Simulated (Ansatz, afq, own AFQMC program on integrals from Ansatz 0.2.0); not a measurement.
WSiH₂, septet: AFQMC among the cluster methods

```yaml
atoms:
  - { symbol: W, position_ang: [0.0000, 0.0000, 3.4707] }
  - { symbol: Si, position_ang: [0.0000, 0.0000, -0.5903] }
  - { symbol: H, position_ang: [0.0000, -1.2230, -1.4402] }
  - { symbol: H, position_ang: [0.0000, 1.2230, -1.4402] }
```

Connectivity, by distances: W ··· SiH2.

Basis def2-SVP with its core potentials. Noble-gas cores (and the filled d shells of Ga–Kr and In–Xe) are frozen. AFQMC by an in-house program on the Cholesky factors that Ansatz 0.2.0 writes for its CCSD(T) run. The CISD trial takes its coefficients from CCSD amplitudes. Released means that phaseless walkers are propagated on without the constraint, phases kept. ± is one standard error of the sampling. No spin–orbit coupling. The metal's outer-core s and p shells are frozen, which shifts wave-function levels against functionals.

Determinant: ROHF, the one that the program's search chose, which needn't be the lowest solution. The geometry is a point of a scan.

No full CI on the walks' own integrals is used here; CCSDT(Q) serves as the reference and is uncertain by about the last step of the cluster series.

Cautions: no spin-orbit coupling; outer-core shells of the metal frozen; lower spins were not checked; higher spins were not checked; a spin-contaminated unrestricted determinant lies lower (UHF 343 meV lower, ⟨S²⟩ 12.56); CCSDT(Q) on the UHF determinant differs (110 meV lower), perhaps since the unrestricted series falls towards higher spin.

```
T1 diagnostic                               : 0.0124
weight of the determinant in the CISD state : 0.882
size of the correlated space                : 12 electrons in 51 orbitals
```

| level | correlation energy (eV) |
| --- | --- |
| MP2 | -3.8718 |
| CCSD | -4.8305 |
| CCSD(T) | -4.9192 |

(1) Estimate where phaseless AFQMC with a CISD trial lies against CCSD(T) on the same integrals.

(1) 0.23 ± 0.07 kcal/mol below CCSD(T).

Reference: CCSDT(Q), correlation energy -4.946 eV. The released energy is read at 4.20 1/Eh (meV from the phaseless value at times in 1/Eh: -13 ± 4 at 0.60, -7.6 ± 2.0 at 1.20, -12.4 ± 2.5 at 2.00, -14 ± 3 at 3.00, -7 ± 6 at 4.20).

| level | E − E(reference) (kcal/mol) | share of correlation (%) |
| --- | --- | --- |
| CCSD(T) | 0.61 | 99.46 |
| CCSDT | 0.08 | 99.93 |
| ph-AFQMC/CISD | 0.38 ± 0.07 | 99.67 |
| released AFQMC | 0.22 ± 0.14 | 99.80 |

A walk keeps the symmetry of its determinant, which the program's search chose and which needn't be the lowest solution, so a lower state of the same spin and another symmetry isn't excluded. Released energies are given only where the last usable release times agree within the noise; a slower fall can still hide under it.
